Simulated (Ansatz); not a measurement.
The cluster Mg2Al⁻. Charge -1, multiplicity 3. Geometry r2SCAN-D4/def2-TZVP, that of the neutral doublet.

```xyz
3

Al   -1.273   -0.568    0.560
Mg    0.786    1.181    0.969
Mg    0.488   -0.614   -1.528
```

At PBE-D4/def2-TZVPD, r2SCAN-D4/def2-TZVPD, PBE0-D4/def2-TZVPD the highest occupied level of the charge -1 triplet lies above zero (up to 0.63 eV). By energy differences its removal costs 1.08 eV (vertical, to the charge 0 doublet, at PBE-D4/def2-TZVPD); a positive level beside a positive removal energy at the same level points to self-interaction error. The structure comes from a short search, and lower isomers may exist.

(1) Estimate the α-spin orbital energies around the gap (eV) in Ansatz with PBE-D4/def2-TZVPD, r2SCAN-D4/def2-TZVPD, PBE0-D4/def2-TZVPD.

Answers

(1) 
```
orbital  PBE-D4/def2-TZVPD  r2SCAN-D4/def2-TZVPD  PBE0-D4/def2-TZVPD
 HOMO−5             -42.69                -44.17              -46.81
 HOMO−4              -4.50                 -4.80               -5.83
 HOMO−3              -1.36                 -1.48               -2.14
 HOMO−2              -0.96                 -1.03               -1.59
 HOMO−1               0.28                  0.02               -0.34
   HOMO               0.63                  0.43                0.06
   LUMO               1.15                  1.25                1.63
 LUMO+1               1.62                  1.74                2.09
 LUMO+2               2.28                  2.36                2.70
 LUMO+3               2.28                  2.37                2.74
 LUMO+4               2.62                  3.09                2.98
 LUMO+5               2.67                  3.10                3.04
 β HOMO              -0.66                 -0.77               -1.26
 β LUMO               1.10                  1.31                1.69
```
